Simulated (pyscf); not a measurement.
silanol (HO–SiH₃) + hydrogen (H₂) + hydrogen fluoride (HF) -> silane (SiH₄) + water (H₂O) + hydrogen fluoride (HF) (multi-bond step; singlet surface; O–Si, H–H, F–H broken, H–Si, H–O, F–H formed). Single points on ωB97X-D3(BJ)/def2-SVP structures (PySCF, gas phase). Energies in kcal/mol from the separated reactants.

| level | barrier | reaction energy |
|---|---|---|
| ωB97X-D3(BJ)/def2-TZVP | … | … |
| PBE/def2-TZVP | 26.8 | +14.0 |
| B3LYP-D3(BJ)/def2-TZVP | 34.3 | +15.9 |
| PBE0-D3(BJ)/def2-TZVP | … | +14.1 |
| M06-2X/def2-TZVP | 37.7 | +18.3 |
| HF/def2-TZVP | 60.5 | +14.7 |

Task: Some entries are withheld; supply them.

Result: 
- ωB97X-D3(BJ)/def2-TZVP, barrier: 36.2
- ωB97X-D3(BJ)/def2-TZVP, reaction energy: +15.7
- PBE0-D3(BJ)/def2-TZVP, barrier: 30.4

The functionals in the table span 10.9 kcal/mol in this barrier, from PBE to M06-2X. On the reactant side the descent ends in a bound adduct (not fully relaxed), 9.4 kcal/mol under the separated species and 45.6 kcal/mol under the saddle at ωB97X-D3(BJ)/def2-TZVP. On the product side the descent ends in a complex, 7.8 kcal/mol under the separated species and 28.3 kcal/mol under the saddle at ωB97X-D3(BJ)/def2-TZVP. One saddle was located; it need not be the lowest between these sides.
